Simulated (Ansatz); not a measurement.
Two isomers of C4H7FO: A = `C=C(F)C(C)O`, B = `C=CCOCF`.

Program: Ansatz. Geometries: PBE0-D4/def2-TZVP. ΔE: electronic, gas phase. CCSD(T)/CBS is the MP2 limit (def2-TZVPP, def2-QZVPP) plus CCSD(T) − MP2 in def2-TZVPP, frozen cores. DFT in def2-TZVPP. B3LYP here is the variant with VWN-RPA as its local correlation; programs differ in this. One conformer a species, not always the lowest.

A:

```xyz
13

C     1.995   -0.296    0.237
C     0.872    0.371    0.418
F     0.898    1.701    0.625
C    -0.532   -0.160    0.429
C    -1.412    0.571   -0.572
O    -0.557   -1.553    0.237
H     1.963   -1.368    0.109
H     2.949    0.213    0.244
H    -0.933    0.002    1.437
H    -1.042    0.411   -1.590
H    -1.420    1.644   -0.382
H    -2.433    0.192   -0.506
H    -0.348   -1.729   -0.686
```

B:

```xyz
13

C    -0.5612   -2.2514    0.8398
C    -0.9155   -1.0336    0.4606
C     0.0264    0.1118    0.3589
O    -0.1028    0.6967   -0.9320
C     0.7249    1.7585   -1.1442
F     0.3326    2.8598   -0.4039
H    -1.2879   -3.0493    0.9361
H     0.4705   -2.4941    1.0747
H    -1.9520   -0.8112    0.2202
H    -0.2111    0.8646    1.1207
H     1.0614   -0.2203    0.5167
H     1.7609    1.5429   -0.8478
H     0.6538    2.0257   -2.1999
```

(1) Which is lower in electronic energy at CCSD(T)/CBS, and by how much? (Estimate.)

(2) Give E(B) − E(A) in kcal/mol with MP2/def2-TZVPP, CCSD/def2-TZVPP, B2PLYP, B3LYP-D4, PBE0-D4, HF/def2-TZVPP, ωB97M-V. (Best estimate.)

Largest T1 diagnostic: 0.011.

## Answers

(1) Computed: A, by 9.0 kcal/mol.

(2) Ansatz gave: MP2/def2-TZVPP 9.6, CCSD/def2-TZVPP 8.2, B2PLYP 7.8, B3LYP-D4 8.0, PBE0-D4 9.8, HF/def2-TZVPP 4.7, ωB97M-V 9.6. None reverses the order clearly.

In def2-TZVPP, CCSD(T) changes the Hartree–Fock value by +3.9 kcal/mol (the triples alone add +0.4 kcal/mol) and MP2 by +4.9 kcal/mol. The D4 term adds +1.0 kcal/mol with B3LYP and +0.5 kcal/mol with PBE0; it sums over pairs of atoms, weighted by their polarisabilities, and B3LYP, whose exchange is more repulsive, gets the larger term.
